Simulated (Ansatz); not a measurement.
Born–Oppenheimer molecular dynamics of H₆OSi (8 atoms, charge 0, multiplicity 1). It starts at the highest image of a converged band. Of that band: Neighbouring images differ by up to 1.4 eV, so the band resolves the path poorly. A vibrational analysis at the climbing image gives one clearly imaginary mode, 1131i cm⁻¹: a first-order saddle point.

Theory: RKS PBE-D4/def2-TZVP in Ansatz 0.2.0.

```
ensemble                      : NVE (velocity Verlet)
time step                     : 0.5 fs
steps asked                   : 200
starting velocities drawn for : 100 K
seed                          : 4683
```

First frame:

```xyz
8
Properties=species:S:1:pos:R:3
Si -0.414 0.380 -0.352
O 1.009 -0.841 0.114
H -0.722 -0.533 -1.520
H -1.778 0.563 0.247
H 0.136 1.627 -0.952
H 0.820 -0.177 1.027
H 0.204 0.761 1.237
H 0.745 -1.779 0.198
```

**Question.** How far do the bonds stretch over the last three quarters of this one trajectory? (Pairs bonded in most of those frames.)

**Answer.** 
```csv
bond,mean (Å),spread (Å),shortest,longest
Si1–H3,1.500,0.007,1.49,1.51
Si1–H4,1.506,0.014,1.48,1.54
Si1–H5,1.501,0.015,1.47,1.53
Si1–H7,1.498,0.036,1.44,1.55
O2–H6,0.976,0.015,0.95,1.00
O2–H8,0.976,0.017,0.95,1.01
```

Mean temperature of the second half: 1729 K. The conserved energy stayed within 0.099 meV per atom of its start (net change -0.013 meV per atom), so the integration is sound. The kinetic energy rose, since the run started high on the potential surface and went downhill. It ends in pieces (H2O + H4Si), so much of that is their flight and rotation, not heat. A run of 0.1 ps of so small a system gives no equilibrium averages. The orbitals stay closed-shell, which can raise the energy where a bond breaks towards radicals; this wasn't checked here.

The run took 3.3 min on 2 threads of Intel(R) Xeon(R) 6975P-C (Granite Rapids), on a shared host, peak memory 0.16 GiB.
